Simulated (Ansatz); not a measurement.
**CH6BN: short molecular-dynamics run from a Python script**

Aim: a short molecular-dynamics run, for CH6BN, run from a script.

Computed with the Python package of Ansatz 0.2.0. Level of theory: PBE0/6-31G*.

### Step 1. The structure

Bond lengths: C1–B2 1.519 Å, B2–N3 1.514 Å, C1–H4 1.065 Å, C1–H5 1.141 Å, C1–H6 1.149 Å, B2–H7 1.208 Å, N3–H8 1.101 Å, N3–H9 1.094 Å. Angles: C1–B2–N3 119.2°, C1–B2–H7 120.0°, N3–B2–H7 120.7°, B2–C1–H4 111.5°, B2–C1–H5 112.8°, B2–C1–H6 112.7°, H4–C1–H5 105.3°, H4–C1–H6 108.4°, H5–C1–H6 105.7°, B2–N3–H8 104.4°, B2–N3–H9 107.5°, H8–N3–H9 103.4°.

ch6bn.xyz, read by the script:

```xyz
9

C    -0.64890    0.73880   -0.61930
B     0.48780   -0.17450   -0.19290
N     0.23990   -1.20850    0.88480
H    -1.47270    0.18350   -1.00380
H    -0.35070    1.45350   -1.45750
H    -1.02800    1.40440    0.23700
H     1.56890   -0.08300   -0.72400
H     1.21970   -1.68840    1.03550
H     0.07250   -0.67210    1.82300
```

### Step 2. The code

File md_ch6bn.py:

```python
# -*- coding: utf-8 -*-
"""A short Born-Oppenheimer trajectory of CH6BN."""

import ansatz
import numpy as np

mol = ansatz.Crystal.molecule_from_extxyz("ch6bn.xyz")

calculation = (
    mol.calculation()
    .basis(gaussian="6-31G*")
    .functional("pbe0")
    .md("nvt_nose_hoover", timestep=0.5, steps=30, temperature=500, initial_velocities="maxwell_boltzmann", seed=62, thermostat_time=20)
)
frames = []
calculation.session().plan().execute(on_event=lambda e: frames.append(e["data"]) if e["event"] == "md_step" else None)
print("t (fs)   E_pot (eV)      E_kin (eV)   T (K)   d(0-1) (A)")
for f in frames[::2]:
    xyz = np.array(f["positions_ang"])
    print(f"{f['time_fs']:6.2f} {f['lagrangian_ev']:14.5f} {f['e_kin_ev']:10.5f} {f['temperature_k']:8.1f} {np.linalg.norm(xyz[0] - xyz[1]):9.4f}")
kept = np.array([f["conserved_ev"] for f in frames])
print(f"conserved energy moves by at most {1000 * np.ptp(kept):.3f} meV")
```

### Step 3. The run

On the command line:

```
$ python md_ch6bn.py
```

Without the output at hand: what should come out? Wanted: total energy; dipole moment; mean temperature, second half; farthest move; largest change of the conserved energy.

As calculated:

| quantity | value |
| --- | --- |
| total energy | -3297.6134 eV |
| dipole moment | 1.83 D |
| length of the run | 30 steps, 15 fs |
| mean temperature, second half | 875 K |
| farthest move | 1.00 Å |
| largest change of the conserved energy | 0.56 meV/atom |

In words: The temperature swings between 500 and 1091 K, with a mean of 875 K in the second half; 9 atoms fluctuate widely. The conserved energy stays within 0.56 meV/atom, so the time step holds. A run of 15 fs is far too short for averages. What to keep in mind:
- The trajectory is only some femtoseconds long, and gives no averages; where the script doesn't relax first, it starts from a rough generated geometry.
- The temperature counts the internal degrees of freedom alone.
